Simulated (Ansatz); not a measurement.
Molecule: AlCl$_{3}$ (charge 0, singlet). SMILES: [Cl][Al]([Cl])[Cl]
Coordinates optimised at B3LYP-D3(BJ)/def2-TZVP (Ansatz, a quantum-chemistry and plane-wave program):
```
Al
Cl 1 2.0764
Cl 1 2.0764 2 120.00
Cl 1 2.0764 2 120.00 3 -180.00
```
Charge 0, spin multiplicity 1.

Wanted: atomisation energy, in kcal/mol. Set-up: 6-311+G** with 5d, 6d on Na to Ar in Ansatz; UHF or UKS for open shells; no dispersion term unless named; non-relativistic; LANL2DZ with its own core potentials from Na on; six Cartesian d functions in 6-31G* and its kin unless marked 5d; frozen cores in correlated levels; no spin-orbit coupling; atomisation electronic, to ground-state atoms. CBS marks a two-point X^-3 extrapolation of the correlation energy; Hartree-Fock from the larger set. Ab initio and DFT rows: single points at B3LYP-D3(BJ) geometries (Ansatz).

Coupled cluster (Ansatz) is a level with limits of its own, used here on species with T1 under 0.025 (0.045 for open shells) and stable references: CCSD(T)/CBS(cc-pV(T+d)Z,cc-pV(Q+d)Z).

Value to compare with, CCSD(T)/CBS(cc-pV(T+d)Z,cc-pV(Q+d)Z) (Ansatz): 313.8 kcal/mol.

```json
[
 {"level": "B3LYP/STO-3G", "program": "Ansatz", "atomisation energy (kcal/mol)": "390.4", "difference": "76.6"},
 {"level": "B3LYP/3-21G", "program": "Ansatz", "atomisation energy (kcal/mol)": "254.3", "difference": "-59.5"},
 {"level": "B3LYP/LANL2DZ", "program": "Ansatz", "atomisation energy (kcal/mol)": "235.4", "difference": "-78.4"},
 {"level": "B3LYP/6-31G", "program": "Ansatz", "atomisation energy (kcal/mol)": "235.6", "difference": "-78.2"},
 {"level": "B3LYP/6-31G*", "program": "Ansatz", "atomisation energy (kcal/mol)": "286.3", "difference": "-27.5"},
 {"level": "B3LYP/6-31+G*", "program": "Ansatz", "atomisation energy (kcal/mol)": "284.5", "difference": "-29.3"},
 {"level": "B3LYP/def2-SVP", "program": "Ansatz", "atomisation energy (kcal/mol)": "295.2", "difference": "-18.6"},
 {"level": "B3LYP/cc-pVDZ", "program": "Ansatz", "atomisation energy (kcal/mol)": "281.1", "difference": "-32.7"},
 {"level": "B3LYP/6-311+G**", "program": "Ansatz", "atomisation energy (kcal/mol)": "285.4", "difference": "-28.4"},
 {"level": "B3LYP/def2-TZVPD", "program": "Ansatz", "atomisation energy (kcal/mol)": "294.2", "difference": "-19.6"}
]
```

1 of the 9 habitual levels lie above CCSD(T)/CBS(cc-pV(T+d)Z,cc-pV(Q+d)Z) (Ansatz); their mean absolute difference is 47.7 kcal/mol, the median 32.7.

The sets are all those run for this method; left out are runs that failed, that the program found above a lower state of the same kind, or whose <S^2> lies over 0.5 above the pure value.
